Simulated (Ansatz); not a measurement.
Which YAML input does this script hand to the engine? (the Python package of Ansatz (0.2.0))

`energy.py`:
```python
"""Single point of CH4ClSi."""

import argparse

import ansatz as az
from ase import Atoms

parser = argparse.ArgumentParser(description="Single point of CH4ClSi.")
parser.add_argument("--basis", required=True, help="basis")
args = parser.parse_args()


def main() -> None:
    atoms = Atoms(["C", "Si", "Cl", "H", "H", "H", "H"], positions=[
        (-0.64305, 0.46848, -0.33042),
        (1.0218, -0.40085, -0.05334),
        (0.69886, -2.29637, 0.62608),
        (-0.49925, 1.48481, -0.68351),
        (-1.20871, 0.51447, 0.59923),
        (-1.25288, -0.05651, -1.06101),
        (1.88322, 0.28597, 0.90297),
    ])
    ch4clsi = az.Crystal.molecule_from_ase(atoms)

    calc = (
        ch4clsi.calculation()
        .basis(gaussian=args.basis)  # the orbital basis, by name
        .functional(az.LibraryFunctional("B97"))
        .spin("collinear", total=1)  # two spin channels
    )
    result = calc.run(threads=1)
    report = result.report

    print("reference energy %16.6f eV" % report["reference_energy_ev"])
    print("total energy     %16.6f eV" % report["free_energy_ev"])
    print("occupied orbitals outside the frozen core (up, down):", report["n_occupied"], " frozen:", report["n_frozen"], " virtual:", report["n_virtual"])


if __name__ == "__main__":
    main()
```

```console
$ python energy.py --basis aug-cc-pVDZ
reference energy    -21499.883995 eV
total energy        -21499.883995 eV
occupied orbitals outside the frozen core (up, down): [21, 20]  frozen: 0  virtual: [92, 93]
```

`input.yaml`:
```yaml
crystal:
  periodic: [false, false, false]
  atoms:
    - { symbol: C, position_ang: [-0.64305, 0.46848, -0.33042] }
    - { symbol: Si, position_ang: [1.0218, -0.40085, -0.05334] }
    - { symbol: Cl, position_ang: [0.69886, -2.29637, 0.62608] }
    - { symbol: H, position_ang: [-0.49925, 1.48481, -0.68351] }
    - { symbol: H, position_ang: [-1.20871, 0.51447, 0.59923] }
    - { symbol: H, position_ang: [-1.25288, -0.05651, -1.06101] }
    - { symbol: H, position_ang: [1.88322, 0.28597, 0.90297] }
basis:
  gaussian: { orbitals: aug-cc-pVDZ }
hamiltonian:
  xc: { name: B97 }
magnetization:
  spin_polarized: true
  initial_magnetization: 1.0
```

The program run on that file:
```console
$ ansatz run input.yaml --threads 1 --pin off --max-ram 4096MiB --backend cpu --events-out ev --progress --plain --runs-dir out
Engine: ansatz 0.2.0, aarch64-unknown-linux-gnu
Functional definition: B97
  parameter cx = 0.1943
  parameter cx0 = 0.8094
  parameter cx1 = 0.5073
  parameter cx2 = 0.7481
  parameter css0 = 0.1737
  parameter css1 = 2.3487
  parameter css2 = -2.4868
  parameter cos0 = 0.9454
  parameter cos1 = 0.7471
  parameter cos2 = -4.5961
  exchange = spin_sum(e_x_unif_s*poly(b97_u_x, cx0, cx1, cx2)) + cx*exact_x
  correlation = spin_sum(e_c_pw_same_spin*poly(b97_u_same, css0, css1, css2))
      + integral(e_c_pw_opposite_spin*poly(b97_u_opposite, cos0, cos1, cos2))
1168 factors; their error is unknown
mean field evaluation 1: about -21492.9143 eV, gradient 3.7e1 eV
mean field evaluation 2: about -21487.5546 eV, gradient 4.5e1 eV
mean field evaluation 4: about -21499.7751 eV, gradient 1.7e0 eV
mean field evaluation 8: about -21499.7921 eV, gradient 2.3e-2 eV
mean field evaluation 16: about -21499.8839 eV, gradient 2.6e-5 eV
mean field -21499.88393389 eV, -790.1061614258 hartree, gradient 2.6e-5 eV, S^2 0.751571; 0 other end points of the search recorded, 0 dependent functions left out
reference -21499.88399540 eV, -790.1061636861 hartree; 21, 20 occupied and 92, 93 virtual orbitals, 1168 factors
Total energy: -21499.88399540 eV, -790.1061636861 hartree
```

Caveats:
- These settings explore the input space; basis and method may be short of convergence.
- The geometry is a force-field or estimated start, not a minimum of this method, and the basis set is short of its limit.
- The species is open-shell (spin multiplicity 2).
- Hardware and time: 14 s on 1 thread of Arm Neoverse V2 (shared host), peak memory 0.46 GiB.

(A comment or docstring line of the script was reworded after the run, the code is as it ran; lines on the test bed's own set-up are left out of the output.)
